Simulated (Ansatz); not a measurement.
Species: CH$_{4}$N, net charge -1, singlet state. It need not be the lowest isomer of its formula. Whether it binds its extra electron was not tested at this geometry. 
Geometry from a B3LYP-D3(BJ)/def2-TZVP (Ansatz, a program for electronic structure) optimisation:
```xyz
6

C      0.0362     0.6004     0.0100
N      0.0122    -0.8176     0.0924
H     -0.9547     1.1663     0.0150
H     -0.4878    -1.1512    -0.7412
H      0.5669     1.0166     0.8894
H      0.5731     1.0890    -0.8704
```
Charge -1, spin multiplicity 1.

Basis-set convergence of Hartree-Fock and CCSD(T) correlation energies (hartree) with Ansatz. Correlated levels leave the core frozen unless marked. No spin-orbit coupling. No relativistic terms.

```json
[
 {"basis": "def2-SVPD", "functions": "72", "E(HF)": "-94.47598", "E(corr, CCSD(T))": "-0.39519"},
 {"basis": "def2-TZVPPD", "functions": "142", "E(HF)": "___", "E(corr, CCSD(T))": "___"}
]
```

Q: Fill in the missing entries.

A: 
- def2-TZVPPD, E(HF): -94.58304
- def2-TZVPPD, E(corr, CCSD(T)): -0.45897
